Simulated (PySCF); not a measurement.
Bonds: C1-C2 1.447 Å, C2-C3 1.198 Å, C3-C4 1.452 Å, C4-C5 1.498 Å, C5-N6 1.252 Å. C1 carries H7, H8, H9; C4 carries H10, H11; C5 carries H12; N6 carries H13.

No solvent, non-relativistic, averaged over atoms made equivalent by symmetry, fast rotation or ring inversion, a single conformation. GFN2-xTB geometry; NMR shieldings at PBE0/pcSseg-1/GIAO; PySCF.

References, each an isolated molecule treated in the same way: ¹³C against TMS.

Question: Do the ¹³C shifts follow the atomic charges (in e)? Tabulate both.

Answer: 
```
atoms  hybridisation  δ (ppm)  σ para (ppm)  Hirshfeld    IAO  Mulliken  ESP-fitted
   C5              –    173.0          -239      +0.06  +0.07     +0.02       +0.41
   C2              –     86.5          -165      -0.06  -0.05     -0.25       +0.05
   C3              –     80.3          -158      -0.07  -0.08     -0.11       -0.21
   C4              –     33.4           -97      -0.06  -0.29     -0.16       -0.14
   C1              –      4.8           -71      -0.10  -0.44     -0.19       -0.52
```

Correlation coefficients of δ with charge over these carbons: Hirshfeld +0.92, IAO +0.94, Mulliken +0.71, ESP-fitted +0.93; with the paramagnetic shielding -0.99. With so few points these coefficients are fragile. Charge is one influence among several: hybridisation and low-lying excitations act through the paramagnetic term.

Shifts are as computed. Against solution values, carbons near 30 ppm lie about +3 ppm off and those near 130 ppm about +5 ppm. Of 1211 compounds with measured shifts, 218 miss one by over three times the rms of a fit or turn the order of signals round; such compounds aren't used in these exercises.
